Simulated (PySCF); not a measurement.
# Basis-set dependence of CN at MP2

PySCF, ROHF reference; doublet, unpaired electrons σ ↑; De to C + N without counterpoise correction. Frozen cores follow the default of each basis and core potential.

```
       basis     relativity  functions  Re (Å)  ωe (cm⁻¹)  De (eV)  frozen orbitals
     pcseg-1  no relativity         28   1.202       1783     7.49                2
   def2-SVPD  no relativity         40   1.197       1869     7.70                2
x2c-TZVPPall  spin-free X2C         62   1.191       1809     7.85                2
 def2-TZVPPD  no relativity         74   1.192       1810     7.87                2
```

Question: How does each smaller set differ from the one with most functions, def2-TZVPPD?

Answer: pcseg-1: +1.0 pm, -1.5 % in ωe, -0.38 eV in De; def2-SVPD: +0.5 pm, +3.3 % in ωe, -0.17 eV in De; x2c-TZVPPall: -0.1 pm, -0.1 % in ωe, -0.02 eV in De. All at MP2; the set with most functions is neither the basis-set limit nor always the best. The rows treat relativity differently, so the differences are not basis effects alone.

Correlated steps freeze 2 core orbitals. Correlated levels converge slowly with the basis: in double zeta they bind strong bonds too weakly, by up to about 1 eV, and carry superposition errors of some tenths. The state is the lowest determinant that a PBE0 search found; another state may lie lower at other levels.
